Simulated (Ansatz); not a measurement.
```yaml
crystal:
  periodic: [false, false, false]
  atoms:
    - {symbol: C, position_ang: [1.605921, 0.510468, -3.955490]}
    - {symbol: C, position_ang: [3.086245, 0.786061, -0.971198]}
    - {symbol: P, position_ang: [1.288383, -0.905338, 2.271073]}
    - {symbol: C, position_ang: [0.819890, -4.723900, 1.013424]}
    - {symbol: C, position_ang: [-2.543391, 0.390900, 1.874212]}
    - {symbol: C, position_ang: [-2.844829, 3.687757, 2.353496]}
    - {symbol: H, position_ang: [1.309620, -1.785595, -4.597961]}
    - {symbol: H, position_ang: [2.926976, 1.566396, -5.666171]}
    - {symbol: H, position_ang: [-0.556749, 1.558191, -3.976777]}
    - {symbol: H, position_ang: [5.298289, -0.168504, -1.037434]}
    - {symbol: H, position_ang: [3.417027, 3.105088, -0.410578]}
    - {symbol: H, position_ang: [-0.383052, -4.910174, -1.060046]}
    - {symbol: H, position_ang: [-0.376025, -5.948973, 2.699498]}
    - {symbol: H, position_ang: [2.975151, -5.756493, 0.762332]}
    - {symbol: H, position_ang: [-3.441501, -0.250319, -0.267602]}
    - {symbol: H, position_ang: [-3.815872, -0.801870, 3.536101]}
    - {symbol: H, position_ang: [-1.695155, 4.934630, 0.648795]}
    - {symbol: H, position_ang: [-5.149995, 4.368254, 2.310032]}
    - {symbol: H, position_ang: [-1.920934, 4.343399, 4.474295]}
basis:
  gaussian: {orbitals: cc-pVTZ-DK}
hamiltonian: {xc: {name: BHLYP}, dispersion: d4}
```

```sh
$ ansatz run in.yaml --threads 4 --pin off --events-out ev --progress --plain --max-ram 11315MiB
```

Output, abridged:

```
Functional definition: BHLYP
2056 factors; their error is unknown
mean field evaluation 1: about -14580.4109 eV, gradient 5.7e1 eV
mean field evaluation 2: about -13518.3897 eV, gradient 4.3e2 eV
mean field evaluation 4: about -14443.2359 eV, gradient 1.6e2 eV
mean field evaluation 8: about -14619.2006 eV, gradient 6.9e0 eV
mean field evaluation 16: about -14621.8847 eV, gradient 1.0e-1 eV
mean field evaluation 32: about -14621.8866 eV, gradient 6.2e-6 eV
mean field -14621.88656032 eV, -537.3444200212 hartree, gradient 6.2e-6 eV, S^2 0.000000; 7 other end points of the search recorded, 0 dependent functions left out
reference -14621.88697813 eV, -537.3444353754 hartree; 29, 29 occupied and 337, 337 virtual orbitals, 2056 factors
Total energy: -14622.11960165 eV, -537.3529841321 hartree
Relativity: scalar
```

**Question.** Something in this input is off. What?

**Answer.** The geometry is stretched to more than twice its size. The calculation finished and met its thresholds. The result belongs to that input, not to the molecule as meant.
